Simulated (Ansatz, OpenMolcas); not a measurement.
**Exact exchange and the HOMO–LUMO gap of LiCl**

The species is LiCl (2 atoms), meant as a singlet with charge 0. As SMILES, `[Li][Cl]`. Geometry: relaxed at PBE0-D4/def2-TZVP.

The HOMO–LUMO gap y, in eV, basis cc-pVTZ; a is the functional's share of exact exchange. Programs: Ansatz 0.2.0, OpenMolcas 26.06.

| functional | program | a | y (eV) |
| --- | --- | --- | --- |
| revPBE | Ansatz | 0 | 3.85 |
| TPSS | OpenMolcas | 0 | 4.18 |
| B3LYP | Ansatz | 0.2 | 5.28 |
| r2SCAN0 | Ansatz | 0.25 | ? |
| PBE0 | Ansatz | 0.25 | 5.83 |
| BHLYP | Ansatz | 0.5 | 7.23 |

Q: Fit y = c + s·a to the known rows and predict r2SCAN0.

A: 
1. Means of the 5 rows: a = 0.1900, y = 5.274.
2. Σ(Δa)² = 0.172, Σ(Δa·Δy) = 1.1182, so the slope is 1.1182/0.172 = 6.5012.
3. Intercept: 5.274 − (6.5012) × 0.1900 = 4.039. The largest residual of the fit is 0.19.
4. r2SCAN0: 4.039 + (6.5012) × 0.25 = 5.66 eV.

The run gave 6.52 eV, so the prediction is off by -0.86 eV, more than the scatter of the fit. Exact exchange lowers occupied levels and raises empty ones. The rows mix families of semi-local functionals, which the line can't see.
